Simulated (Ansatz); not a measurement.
```yaml
crystal:
  periodic: [false, false, false]
  atoms:
    - {symbol: As, position_ang: [-0.279976, 0.683991, -0.001462]}
    - {symbol: Na, position_ang: [2.914032, -1.209881, -0.001700]}
    - {symbol: H, position_ang: [-1.726716, 1.228184, 0.000043]}
    - {symbol: H, position_ang: [-0.907340, -0.702294, 0.003119]}
basis:
  gaussian: {orbitals: def2-TZVP}
magnetization: {spin_polarized: true, initial_magnetization: 2}
hamiltonian: {xc: pbe0}
relax: {f_tol: 0.004, max_steps: 80}
```

```sh
$ ansatz run in.yaml --threads 1 --pin off --events-out ev --progress --plain --max-ram 2176MiB
```

Steps of the relaxation (energy above the last step; positions in Å, forces in eV/Å):

```
4
step 1, 21.3 meV
As   -0.280    0.684   -0.001   -0.407    0.012    0.001
Na    2.914   -1.210   -0.002    0.023   -0.002    0.000
H    -1.727    1.228    0.000    0.227    0.167   -0.001
H    -0.907   -0.702    0.003    0.157   -0.177    0.000
```

```
4
step 2, 12.0 meV
As   -0.324    0.651   -0.001    0.017    0.073    0.000
Na    2.917   -1.196   -0.002    0.016    0.003    0.000
H    -1.716    1.318    0.000    0.098   -0.203    0.000
H    -0.878   -0.773    0.003   -0.132    0.127    0.000
```

```
4
step 3, 4.8 meV
As   -0.309    0.662   -0.001   -0.054    0.000    0.000
Na    2.918   -1.199   -0.002    0.020    0.000    0.000
H    -1.715    1.283    0.000    0.051   -0.020    0.000
H    -0.895   -0.746    0.003   -0.017    0.020    0.000
```

```
4
step 5, 1.4 meV
As   -0.316    0.602   -0.001    0.036   -0.046    0.000
Na    2.987   -1.166   -0.002    0.011    0.000    0.000
H    -1.666    1.323   -0.001   -0.046    0.028    0.000
H    -1.005   -0.759    0.003   -0.001    0.019    0.000
```

```
4
step 8, 0.1 meV
As   -0.326    0.536    0.000   -0.014    0.005    0.000
Na    3.062   -1.132   -0.002    0.003   -0.001    0.000
H    -1.618    1.362   -0.001    0.010   -0.006    0.000
H    -1.119   -0.766    0.004    0.001    0.002    0.000
```

```
4
step 9, 0.1 meV
As   -0.328    0.531   -0.001    0.000    0.000    0.000
Na    3.069   -1.129   -0.002    0.003   -0.001    0.000
H    -1.613    1.365   -0.001   -0.002    0.000    0.000
H    -1.128   -0.766    0.004   -0.001    0.001    0.000
```

```
4
step 13, 0.0 meV
As   -0.336    0.538    0.000   -0.001    0.000    0.000
Na    3.092   -1.141   -0.002    0.000    0.000    0.000
H    -1.625    1.366   -0.001    0.001    0.000    0.000
H    -1.132   -0.763    0.004    0.000    0.001    0.000
```

Close pairs at the end: As1–H4 1.525 Å, As1–H3 1.532 Å, As1–Na2 3.817 Å.

A stationary point of unrestricted PBE0 after 13 steps, with ⟨S²⟩ = 2.005 against 2.00 for a pure state; no frequencies were run, so it isn't proven a minimum. 48 s on 1 thread of Intel Xeon Platinum 8488C, shared host.
